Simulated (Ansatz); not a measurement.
Results of PBEsol (PAW; Ansatz, a program for electronic structure) for rutile MnO₂.

Settings: plane-wave cutoff 520 eV, 8×8×12 k mesh (along the axes of the cell as run), Fermi–Dirac smearing 0.01 eV, spin-polarised with opposed moments, scalar-relativistic PAW data made under PBE.

Cell (measured lattice):

```xyz
6
Lattice="4.3983 0.0000 0.0000 0.0000 4.3983 0.0000 0.0000 0.0000 2.8730" Properties=species:S:1:pos:R:3 pbc="T T T"
Mn     0.0000     0.0000     0.0000
Mn     2.1991     2.1991     1.4365
O      1.3399     1.3399     0.0000
O      3.5391     0.8592     1.4365
O      0.8592     3.5391     1.4365
O      3.0584     3.0584     0.0000
```
Starting moments (μB, in the order of the record's atoms Mn Mn O O O O): 3.0 -3.0 0.0 0.0 0.0 0.0.

Question: Estimate the magnetic moment (largest site, within a sphere) that the calculation returns.

Answer: 
- magnetic moment (largest site, within a sphere) = 2.20 μB

The run finds no gap.

Note: the gap of the solid is closed in this run; the collinear magnetic order is the start's and need not be the measured one; this level leaves the solid without a gap, although one is measured; cell and atoms aren't relaxed at this level (pressure -6.7 GPa).

Moments are spin moments.

It cost roughly 2.2 core-minutes of CPU time.
